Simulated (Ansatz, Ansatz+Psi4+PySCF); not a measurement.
Two shapes of singlet CH3Cl.

Shape 1:

```xyz
5

C     0.0000    0.0000   -1.1214
Cl    0.0000    0.0000    0.6560
H     0.0000    1.0293   -1.4743
H     0.8914   -0.5147   -1.4743
H    -0.8914   -0.5147   -1.4743
```

Shape 2:

```xyz
5

C     0.0000    0.0000   -1.1114
Cl    0.0000    0.0000    0.6159
H     0.0000    1.0293   -1.4643
H     0.8914   -0.5147   -1.4643
H    -0.8914   -0.5147   -1.4643
```

Basis set: cc-pVTZ on H, C; cc-pV(T+d)Z on Cl (spherical functions). Correlated methods keep 6 orbitals frozen. Charge 0, multiplicity 1.

Computed with Ansatz (development build ahead of 0.2.0) and Psi4 1.11; each method stands on the lowest determinant of its kind that the runs found.

(1) Which shape is lower in energy, and by how much in each method?

Answers

(1)

```
     method  E(2) − E(1) (eV)
        RHF             0.033
    RHF-MP2             0.026
RHF-CCSD(T)             0.038
```

Shape 1 is lower.
